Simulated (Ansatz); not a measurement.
[BH$_{2}$···H···Si], triplet: the ladder up to UCCSDT(Q)

Geometry: a point of a hydrogen-transfer path between rigid fragments, not a stationary point.

```xyz
5

B    -2.2933    0.0000    0.0000
H    -2.8901    1.0336    0.0000
H    -2.8901   -1.0336    0.0000
H    -1.0999    0.0000    0.0000
Si    1.1297    0.0000    0.0000
```

Basis cc-pVTZ; Ansatz 0.2.0. Correlated methods freeze the noble-gas cores, which leaves 10 electrons in 100 orbitals. R marks a restricted (for open shells ROHF) determinant, U an unrestricted one. Active spaces: pair = (4e, 4o) about the gap; valence = (10e, 11o) chosen from the atoms' valence shells.

Full CI isn't at hand for all of this; UCCSDT(Q) serves as the reference, and is uncertain by about the last step of the cluster series. The frozen core follows each run's orbitals, which can shift R against U totals by a few meV.

For open shells CISD is restricted-active-space CI with the open shells as a complete middle space.

- UHF ⟨S²⟩: 2.022
- T1 diagnostic (RCCSD): 0.0174
- largest doubles amplitude (RCCSD): 0.072
- T1 diagnostic (UCCSD): 0.0149

| level | E − E(RHF) (eV) |
| --- | --- |
| UHF | -0.1200 |
| RMP2 | -4.8804 |
| UMP2 | -4.8688 |
| RCCSD | -5.9291 |
| UCCSD | -5.9345 |
| RCCSD(T) | -6.0955 |
| UCCSD(T) | -6.0967 |

Task: Estimate how far UCCSDT(Q) in cc-pVTZ lies from RCCSD(T). The table doesn't fix it; the size of (T) and the diagnostics are the guide.

Result: UCCSDT(Q) in cc-pVTZ lies 4.0 kJ/mol below RCCSD(T), which is 25 % of the (T) step (-16.1 kJ/mol). The diagnostics are small and one determinant leads, so the series closes fast and only a small part of (T) is left.

The other levels:

```
                 level  E − E(UCCSDT(Q)) (kJ/mol)  share of correlation (%)    wall time
                  CISD                       61.9                     89.54         32 s
               BCCD(T)                        4.0                     99.33  15 s (H100)
                RCCSDT                        0.6                     99.90            –
                UCCSDT                        0.5                     99.92            –
             RCCSDT(Q)                        0.1                     99.98  32 s (H100)
CASSCF (valence space)                      420.2                     29.04            –
NEVPT2 (valence space)                      114.8                     80.61  20 s (H100)
```

The correlation energy at UCCSDT(Q), counted from RHF, is -6.137 eV. That run took 31 s on 2 threads of AMD EPYC 7R13 with a shared H100 80 GB, shared host.

Run but not shown, since their state or frozen core can't be matched to the reference's or they repeat it: CASSCF (pair space), NEVPT2 (pair space).

Times hold each run's SCF and search for its determinant on a shared host, so for small cases they say little of a method's own cost; rows without a card ran on 1 thread of AMD EPYC 7R13.

Natural occupations of CASSCF (valence space) about the gap: 1.981 1.979 1.976 1.957 1.000 1.000 0.044 0.020 0.017 0.016; effectively unpaired electrons, Σ n²(2−n)², 2.02.
